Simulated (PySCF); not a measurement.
**How the method changes the constants of LiAl⁺**

State: ²Σ⁺ (doublet), unpaired electrons σ ↑. Set-up: Li pcseg-1, Al pcseg-1; no relativity (PySCF 2.14). De refers to Li⁺ + Al in their high-spin ground configurations, without counterpoise correction. The functionals are run spin-unrestricted. A positive dipole points towards Al; it is taken about the centre of mass and depends on that origin.

```tsv
Level	Re (Å)	ωe (cm⁻¹)	De (eV)	μ (D)	CPU s a point (SCF and correlation, without the integrals)
UHF	2.969	253	1.15	-6.79	0.02
UHF-MP2	2.972	249	1.13	n/a	0.029
UHF-SCS-MP2	2.973	248	1.13	n/a	n/a
UHF-CCSD	2.973	247	1.14	n/a	n/a
UHF-CCSD(T)	2.971	248	1.14	n/a	0.18
PBE	3.008	227	1.24	-6.57	0.19
TPSS	2.959	247	1.22	-6.70	0.31
r²SCAN	2.990	240	1.12	-6.86	0.28
r²SCANh	2.978	244	1.13	-6.84	0.28
PBE0	2.965	245	1.22	-6.64	0.29
M06-2X	2.900	268	1.19	-6.41	0.29
```

Which functional lies closest to UHF-CCSD(T) in De, which farthest, and by how much do they differ from it?

Closest is r²SCANh (+0.7 pm in Re, -1.6 % in ωe, -0.01 eV in De against UHF-CCSD(T) in the same basis), farthest PBE (+3.7 pm in Re, -8.5 % in ωe, +0.10 eV in De). CCSD(T) converges more slowly with the basis than the functionals do and binds too weakly in this one, so the order can change at the basis-set limit.

What does a quarter of exact exchange do here, going from PBE to PBE0?

PBE0 less PBE: -4.3 pm in Re, +7.9 % in ωe, -0.02 eV in De. Exact exchange removes part of the self-interaction that spreads semilocal densities, and in most molecules shortens and stiffens the bond and lowers De; so it does here.

What does the step from GGA to meta-GGA do here, going from PBE to r²SCAN?

r²SCAN less PBE: -1.8 pm in Re, +5.7 % in ωe, -0.12 eV in De. 

Correlated steps freeze 5 core orbitals. Correlated levels converge slowly with the basis: in double zeta they bind strong bonds too weakly, by up to about 1 eV, and carry superposition errors of some tenths. For an ion De counts to the pair picked by the measured ionisation energies or electron affinities, which need not be the lowest pair at this level. The state was picked by a PBE0 search and need not be the measured ground state.

The whole job (state search and all levels along the bond) took about 0.49 min on 1 thread of Arm Neoverse V2 (shared host), peak memory 0.34 GiB.
